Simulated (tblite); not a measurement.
Species: C3H2FO (doublet state).
Numbering: `[O:1]=[CH:2]/[C:3]=[CH:4]\[F:5]` (hydrogens: H6 on C2; H7 on C4)

Structure optimised with GFN2-xTB, isolated species. This method treats the open shell by occupation alone, without spin polarisation.

(1) Give the optimised bond lengths and angles.

Results:

(1) 
```tsv
bond	length (bohr)	order
O1=C2	2.291	double
C2–C3	2.612	single
C3=C4	2.445	double
C4–F5	2.553	single
C2–H6	2.117	single
C4–H7	2.051	single
```

Orders are formal, as drawn. A selection of angles:
```tsv
angle	degrees
O1–C2–C3	131.5
O1–C2–H6	119.7
C3–C2–H6	108.8
C2–C3–C4	158.3
C3–C4–F5	125.0
C3–C4–H7	123.8
F5–C4–H7	111.1
```

Dihedral angles: O1–C2–C3–C4 118° (anticlinal); C2–C3–C4–F5 -4° (synperiplanar). The mirror-image conformer, all signs reversed, is as good.

C4 (carbon bonded to C, F and H) is planar (angles 125.0°, 123.8° and 111.1°, sum 360.0°, 0.01 Å off the plane of its three neighbours). The C–C distances run from 1.294 Å (C3=C4, drawn double) to 1.382 Å (C2–C3, drawn single), a spread of 0.088 Å. C2 (carbon bonded to C, O and H) is planar (angles 131.5°, 119.7° and 108.8°, sum 360.0°, 0.00 Å off the plane of its three neighbours). C3 (carbon bonded to 2 C) is bent (angle 158.3°).

Point group: C1 (no symmetry element, even within 0.4 Å). Its GFN2-xTB frequencies are all real (lowest 104 cm⁻¹).

These are computed values.
